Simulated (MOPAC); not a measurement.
MOPAC input (AM1):

```
AM1 1SCF GEO-OK AUX(PRECISION=9) THREADS=1
Li2

Li   -0.00000000 1   -0.00000000 1   -1.36098014 1
Li    0.00000000 1    0.00000000 1    1.36098014 1
```

From the last part of the output:

```
                                                       MOPAC v23.2.5 Linux

          FINAL HEAT OF FORMATION =         64.10888 KCAL/MOL =     268.23155 KJ/MOL

          COSMO AREA              =         92.09 SQUARE ANGSTROMS
          COSMO VOLUME            =         75.28 CUBIC ANGSTROMS

          IONIZATION POTENTIAL    =          4.734074 EV
          HOMO LUMO ENERGIES (EV) =         -4.734  0.782
          NO. OF FILLED LEVELS    =          1
          MOLECULAR WEIGHT        =         13.8800         POINT GROUP:  D*h

          MOLECULAR DIMENSIONS (Angstroms)

            Atom       Atom       Distance
           Li     2   Li     1     2.72196
           Li     2   Li     1     0.00000
           Li     1   Li     2     0.00000

          SCF CALCULATIONS        =          1

   ATOM   CHEMICAL          X               Y               Z
  NUMBER   SYMBOL      (ANGSTROMS)     (ANGSTROMS)     (ANGSTROMS)

     1      Li         -0.00000000  *  -0.00000000  *  -1.36098014  *
     2      Li          0.00000000  *   0.00000000  *   1.36098014  *

                             CARTESIAN COORDINATES

   1   Li       -0.000000000    -0.000000000    -1.360980140
   2   Li        0.000000000     0.000000000     1.360980140

           Empirical Formula: Li2  =     2 atoms

      MOLECULAR POINT GROUP   :   D*h

                  EIGENVALUES
  -4.73407   0.78186   5.29848   5.57953   5.57953   6.36531   6.37754   6.37754

              NET ATOMIC CHARGES AND DIPOLE CONTRIBUTIONS

  ATOM NO.   TYPE          CHARGE      No. of ELECS.   s-Pop       p-Pop
    1         Li          -0.000000        1.0000     0.95865     0.04135
    2         Li           0.000000        1.0000     0.95865     0.04135
 DIPOLE           X         Y         Z       TOTAL
 POINT-CHG.     0.000     0.000     0.000     0.000
 HYBRID         0.000     0.000    -0.000     0.000
 SUM            0.000     0.000     0.000     0.000

          ATOMIC ORBITAL ELECTRON POPULATIONS

     Atom    s        px        py        pz
    1 Li   0.95865   0.00000   0.00000   0.04135
    2 Li   0.95865   0.00000   0.00000   0.04135

 **********************
 *                    *
 * JOB ENDED NORMALLY *
 *                    *
 **********************

 == MOPAC DONE ==
```
